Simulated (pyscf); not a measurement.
Structures and frequencies: ωB97X-D3(BJ)/def2-SVP in PySCF.

Question: For `[NH2][SiH2][Cl]` → `[NH]=[SiH][Cl]` + `[H][H]`, an elimination (singlet surface; H–N, H–Si broken, H–H formed), PBE/def2-TZVP gives ΔE‡ = 3.19 eV and ΔE = +2.32 eV (zero: the reactant's lowest minimum found). In which direction and how far do B3LYP-D3(BJ)/def2-TZVP, M06-2X/def2-TZVP, ωB97M-D3(BJ)/def2-TZVP move these?

Answer: B3LYP-D3(BJ): ΔE‡ = 3.47 eV, ΔE = +2.44 eV; M06-2X: ΔE‡ = 3.55 eV, ΔE = +2.58 eV; ωB97M-D3(BJ): ΔE‡ = 3.53 eV, ΔE = +2.56 eV. PBE's barrier lies under all of them, by 0.28 to 0.36 eV. Its reaction energy lies under all of them, by 0.12 to 0.26 eV. Low barriers are usual for a GGA, whose delocalisation error favours stretched bonds. At the saddle there is also a short H–Si contact that neither side keeps. The same reactants have a lower exit, to :HSi–Cl [singlet] + NH₃ (barrier +3.24 eV at ωB97M-D3(BJ)/def2-TZVP, against +3.53 eV here). HN=SiH–Cl lies 1.14 eV over its isomer H₂N–Si:–Cl [singlet] (electronic energy, ωB97M-D3(BJ)/def2-TZVP). This is the saddle that the search found; another between the same sides may lie lower.
